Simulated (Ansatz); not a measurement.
# AlSi: the cost of one run

Method: def2-QZVPP, core rule «outside noble gas», up to 10 orbitals frozen; program: Ansatz 0.2.0, Gaussian basis.

The runs, in order: UHF; ROHF; CCSD(T) on UHF.

2 further runs of the same task are left out: 2 set aside as unsound or not needed.

## (1) The geometry

The geometry is a PBE0/def2-TZVP stationary point (not a proven minimum).

2 atoms, charge 0, spin multiplicity 2.

Atoms are counted from 1 here; the program's logs count them from 0.

Bond lengths: Si1–Al2 2.398 Å.

## (2) UHF

in.yaml reads:

```yaml
crystal:
  periodic: [false, false, false]
  atoms:
    - {symbol: Si, position_ang: [0.000000, 0.000000, 0.000000]}
    - {symbol: Al, position_ang: [0.000000, 0.000000, 2.397686]}
basis:
  gaussian: {orbitals: "def2-QZVPP.json"}
magnetization: {spin_polarized: true, initial_magnetization: 1}
hamiltonian: {xc: hf}
output: {orbitals: {seedname: orbitals}}
```

Launch:

```
$ ansatz run in.yaml --threads 1 --pin off --events-out ev --progress --plain --max-ram 2393MiB
```

**Question.** How long does this run take on 1 thread of Arm Neoverse V2, shared host, and how much memory does it need?

About 40 s, with a peak of 0.33 GiB.
